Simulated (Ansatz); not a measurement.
# H10N3: the cost of one run

Program: Ansatz 0.2.0. Level of theory: the levels named in each step. These are calculated values, not measurements.

## 1. The structure to begin with

Bond lengths: N1–H4 1.015 Å, N1–H5 1.015 Å, N1–H6 1.015 Å, N2–H7 1.015 Å, N2–H8 1.015 Å, N2–H9 1.015 Å, N3–H10 1.017 Å, N3–H11 1.102 Å, N3–H12 1.018 Å, N3–H13 1.101 Å. Angles: H4–N1–H5 107.2°, H4–N1–H6 107.3°, H5–N1–H6 107.2°, H7–N2–H8 107.2°, H7–N2–H9 107.3°, H8–N2–H9 107.2°, H10–N3–H11 109.2°, H10–N3–H12 108.7°, H10–N3–H13 109.6°, H11–N3–H12 109.5°, H11–N3–H13 110.7°, H12–N3–H13 109.2°.

Coordinates:

```xyz
13

N    -0.4297    0.8300   -2.0403
N    -0.5323   -0.9851    1.9449
N     0.9797    0.1581    0.0966
H    -1.1202    1.5423   -1.8259
H     0.1713    1.2045   -2.7676
H    -0.9256    0.0397   -2.4394
H    -0.9121   -1.8701    1.6242
H     0.0044   -1.1762    2.7851
H    -1.3164   -0.4013    2.2170
H     1.7148   -0.4928   -0.1694
H     0.3415   -0.3102    0.8632
H     1.4102    0.9968    0.4794
H     0.3866    0.4276   -0.7910
```

## 2. A rough first relaxation, PBE-D4/def2-SVP

Input file input.yaml:

```yaml
crystal:
  periodic: [false, false, false]
  atoms:
    - { symbol: "N", position_ang: [-0.42968, 0.82999, -2.04033] }
    - { symbol: "N", position_ang: [-0.53231, -0.98515, 1.94489] }
    - { symbol: "N", position_ang: [0.9797, 0.15812, 0.09657] }
    - { symbol: H, position_ang: [-1.12021, 1.54226, -1.82586] }
    - { symbol: H, position_ang: [0.1713, 1.20451, -2.76763] }
    - { symbol: H, position_ang: [-0.9256, 0.0397, -2.43939] }
    - { symbol: H, position_ang: [-0.91214, -1.87006, 1.62423] }
    - { symbol: H, position_ang: [0.00438, -1.17618, 2.78506] }
    - { symbol: H, position_ang: [-1.31644, -0.40131, 2.21695] }
    - { symbol: H, position_ang: [1.71484, -0.49281, -0.16938] }
    - { symbol: H, position_ang: [0.34146, -0.31018, 0.86318] }
    - { symbol: H, position_ang: [1.41021, 0.99684, 0.47943] }
    - { symbol: H, position_ang: [0.38657, 0.4276, -0.79095] }
total_charge: 1
basis:
  gaussian: { orbitals: def2-SVP }
hamiltonian:
  xc: pbe
  dispersion: d4
relax:
  f_tol: 0.03
  max_steps: 200
```

Started as:

```console
ansatz run input.yaml --threads 4 --pin off --max-ram 10240MiB --backend cpu --events-out ev --progress --plain --runs-dir out
```

**Question.** How long does this run take on 4 threads of AMD EPYC (Zen 3), shared host, and how much memory does it need?

About 19 s, with a peak of 0.13 GiB.
